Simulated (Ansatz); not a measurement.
Geometry optimisation, RKS B3LYP-D4/def2-SVP (Ansatz).

The input (input.yaml):

```yaml
crystal:
  periodic: [false, false, false]
  atoms:
    - { symbol: Si, position_ang: [0.0, 0.0, 0.0] }
    - { symbol: H, position_ang: [0.9994, 0.0, 1.3254] }
    - { symbol: H, position_ang: [1.5827, 0.0, 0.5009] }
    - { symbol: H, position_ang: [-0.6877, 1.1914, -0.4862] }
    - { symbol: O, position_ang: [-0.7913, -1.3709, -0.5594] }
    - { symbol: C, position_ang: [-1.5365, -2.2685, 0.2501] }
    - { symbol: H, position_ang: [-1.2251, -2.1576, 1.3097] }
    - { symbol: H, position_ang: [-2.6187, -2.04, 0.1571] }
    - { symbol: H, position_ang: [-1.349, -3.3106, -0.083] }
basis:
  gaussian: { orbitals: def2-SVP }
hamiltonian:
  xc: b3lyp
  dispersion: d4
relax:
  f_tol: 0.15
  max_steps: 25
  restrain:
    - { distance: [1, 2], at: 1.86, k: 30.0 }
    - { distance: [0, 1], at: 1.46, k: 30.0 }
    - { distance: [0, 2], at: 1.46, k: 30.0 }
```

Run as:

```bash
$ ansatz run input.yaml --threads 1 --pin off --max-ram 2048MiB --backend cpu --events-out ev --progress --plain --runs-dir out
```

**Question.** Where does it end, and by what steps?

**Answer.** It converged. The restraints hold the end off the free minimum; the threshold counts their pulls, which the force column leaves out. Restrained pairs: H2–H3 (1.01 → 1.92 Å), Si1–H2 (1.66 → 1.45 Å), Si1–H3 (1.66 → 1.45 Å). After 9 steps the energy has fallen by 3.457 eV (the restraints' own energy left out); H3 moved furthest, 0.72 Å.

| step | energy less start (eV) | largest force component (eV/Å) | accepted |
| --- | --- | --- | --- |
| 0 | 0.0000 | 3.390 | yes |
| 1 | -1.4419 | 3.113 | yes |
| 2 | -2.6774 | 2.131 | yes |
| 3 | -3.0234 | 1.941 | yes |
| 4 | -3.3295 | 1.534 | yes |
| 5 | -3.4381 | 1.488 | yes |
| 6 | -3.4478 | 1.542 | yes |
| 7 | -3.4571 | 1.578 | yes |
| 8 | -3.4537 | 1.525 | no |
| 9 | -3.4575 | 1.594 | yes |

```xyz
9
Properties=species:S:1:pos:R:3
Si 0.173 -0.068 0.157
H 0.671 0.163 1.503
H 1.559 0.173 -0.200
H -0.814 0.948 -0.307
O -0.313 -1.616 -0.196
C -1.484 -2.248 0.272
H -1.462 -2.389 1.370
H -2.398 -1.678 0.014
H -1.558 -3.242 -0.198
```

Time of the run: 25 s on 1 thread of Arm Neoverse V1 (shared host), peak memory 0.13 GiB.
